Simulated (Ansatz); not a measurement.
Cost and result for the atomization energy of `B[SiH2]F` (7 atoms, 6 bonds).

Cartesian coordinates in Å:
```
B -0.810 0.598 0.660
Si 0.537 -0.396 -0.435
F 1.719 -1.048 0.435
H -0.760 0.705 1.848
H -1.725 1.120 0.091
H 1.169 0.523 -1.423
H -0.130 -1.502 -1.177
```

Charge 0, multiplicity 1. All single points use the PBE0-D4/def2-TZVP geometry. Program: Ansatz. All runs use 2 threads of an Intel Xeon Platinum 8488C on a shared host. Times are those of one run each, without the atoms' runs, and a repeat can differ threefold. Electronic energies, without spin–orbit coupling; frozen cores. CCSD(T)/CBS adds CCSD(T) − MP2 in def2-TZVPP to the MP2 limit, and its time is that of the two runs behind it. T1 = 0.012. B3LYP takes the VWN-RPA correlation (the form of Gaussian; ORCA's B3LYP/G).

CCSD(T)/CBS is a level of theory with its own doubt, some kJ/mol a heavy atom from the limit and from the frozen cores, so smaller differences don't rank the functionals.

```
                            level  functions  wall time
                 CCSD(T)/def2-SVP         66     0.75 s
               BLYP-D4/def2-TZVPP        160      0.9 s
  PBE-D4/def2-TZVPP (with forces)        160      1.1 s
               PBE0-D4/def2-TZVPP        160      1.1 s
              BHLYP-D4/def2-TZVPP        160      1.1 s
          CAM-B3LYP-D4/def2-TZVPP        160      1.2 s
B3LYP-D4/def2-TZVPP (with forces)        160      1.6 s
                B2PLYP/def2-TZVPP        160      1.9 s
               ωB97X-V/def2-TZVPP        160      3.2 s
 ωB97M-V/def2-TZVPP (with forces)        160      3.9 s
                   MP2/def2-QZVPP        304      6.5 s
               CCSD(T)/def2-TZVPP        160       11 s
                CCSD(T)/CBS(def2)          –       18 s
```

Problem. What atomization energy does each give, and how far from CCSD(T)/CBS? (Estimate.)

Solution. Ansatz gave: 
```json
{"level": "CCSD(T)/def2-SVP", "atomization (kcal/mol)": "509.5", "difference from CCSD(T)/CBS": "-35.3", "per bond": "-5.9"}
{"level": "BLYP-D4/def2-TZVPP", "atomization (kcal/mol)": "541.5", "difference from CCSD(T)/CBS": "-3.3", "per bond": "-0.6"}
{"level": "PBE-D4/def2-TZVPP (with forces)", "atomization (kcal/mol)": "543.2", "difference from CCSD(T)/CBS": "-1.6", "per bond": "-0.3"}
{"level": "PBE0-D4/def2-TZVPP", "atomization (kcal/mol)": "538.8", "difference from CCSD(T)/CBS": "-6.0", "per bond": "-1.0"}
{"level": "BHLYP-D4/def2-TZVPP", "atomization (kcal/mol)": "537.3", "difference from CCSD(T)/CBS": "-7.5", "per bond": "-1.3"}
{"level": "CAM-B3LYP-D4/def2-TZVPP", "atomization (kcal/mol)": "549.2", "difference from CCSD(T)/CBS": "4.4", "per bond": "0.7"}
{"level": "B3LYP-D4/def2-TZVPP (with forces)", "atomization (kcal/mol)": "545.6", "difference from CCSD(T)/CBS": "0.8", "per bond": "0.1"}
{"level": "B2PLYP/def2-TZVPP", "atomization (kcal/mol)": "540.5", "difference from CCSD(T)/CBS": "-4.3", "per bond": "-0.7"}
{"level": "ωB97X-V/def2-TZVPP", "atomization (kcal/mol)": "548.1", "difference from CCSD(T)/CBS": "3.3", "per bond": "0.5"}
{"level": "ωB97M-V/def2-TZVPP (with forces)", "atomization (kcal/mol)": "545.8", "difference from CCSD(T)/CBS": "1.0", "per bond": "0.2"}
{"level": "MP2/def2-QZVPP", "atomization (kcal/mol)": "544.9", "difference from CCSD(T)/CBS": "0.1", "per bond": "0.0"}
{"level": "CCSD(T)/def2-TZVPP", "atomization (kcal/mol)": "531.7", "difference from CCSD(T)/CBS": "-13.1", "per bond": "-2.2"}
{"level": "CCSD(T)/CBS(def2)", "atomization (kcal/mol)": "544.8", "difference from CCSD(T)/CBS": "0.0", "per bond": "0.0"}
```

At CCSD(T), def2-SVP lies −35.3 kcal/mol from the extrapolated value and def2-TZVPP −13.1 kcal/mol: correlation converges slowly with the basis, and small sets miss more of it in the bonded molecule than in its fragments. From r2SCAN to r2SCAN0 (25 % exact exchange), in def2-TZVPP and without D4, the atomization energy moves by −6.3 kcal/mol: exact exchange takes away binding that semilocal exchange gives to molecules. The D4 term adds +3.5 kcal/mol with B3LYP and +1.8 kcal/mol with PBE0; it sums over pairs of atoms, weighted by their polarisabilities, and B3LYP, whose exchange is more repulsive, gets the larger term.
